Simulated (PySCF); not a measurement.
hydrazine (H₄N₂), SMILES NN. Atoms are numbered in the order given.

```xyz
6

N      0.7083     0.0978     0.0736
N     -0.7083    -0.0978     0.0736
H      1.1441    -0.7816     0.3186
H      1.0600     0.3861    -0.8341
H     -1.1441     0.7816     0.3186
H     -1.0600    -0.3861    -0.8341
```
Charge 0, spin multiplicity 1.

Geometry: B3LYP-D3(BJ)/def2-TZVP.

Two levels are set side by side: PBE/pcJ-1 (PySCF) and PBE0/pcJ-1 (PySCF). One-bond couplings, all four terms, same geometry. Isotopes: 14N, 1H. Differences are taken from unrounded values.

```json
[
 {"quantity": "¹J(N1,N2) (Hz)", "PBE0": "-3.7"},
 {"quantity": "¹J(N1,H3) (Hz)", "PBE0": "50.2"},
 {"quantity": "¹J(N1,H4) (Hz)", "PBE0": "44.2"},
 {"quantity": "¹J(N2,H5) (Hz)", "PBE0": "50.2"},
 {"quantity": "¹J(N2,H6) (Hz)", "PBE0": "44.2"}
]
```

Question: What does PBE give, and how far is it from PBE0? (Estimate from the structure and the level; the computed values follow.)

Answer: 
| quantity | PBE | PBE minus PBE0 |
|---|---|---|
| ¹J(N1,N2) (Hz) | -4.5 | -0.8 |
| ¹J(N1,H3) (Hz) | 48.1 | -2.1 |
| ¹J(N1,H4) (Hz) | 41.5 | -2.7 |
| ¹J(N2,H5) (Hz) | 48.1 | -2.1 |
| ¹J(N2,H6) (Hz) | 41.5 | -2.7 |

Rough cost on one machine, each run with all the roots and properties that it gave: PBE0 against PBE within a factor of 2.
